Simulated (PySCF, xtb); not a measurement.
propyne (C3H4), SMILES C(#C)C.

GFN2-xTB run with xtb at its own geometry gives an orbital gap of 7.08 eV and a dipole moment of 0.77 D.

Geometry optimised at B3LYP-D3(BJ)/def2-TZVP.

Q: What does PBE/def2-TZVPD in PySCF give? (The exact figures need the calculation; the answer reports its results.)

A: gap 6.33 eV (levels -6.51 and -0.18 eV), dipole 0.86 D.
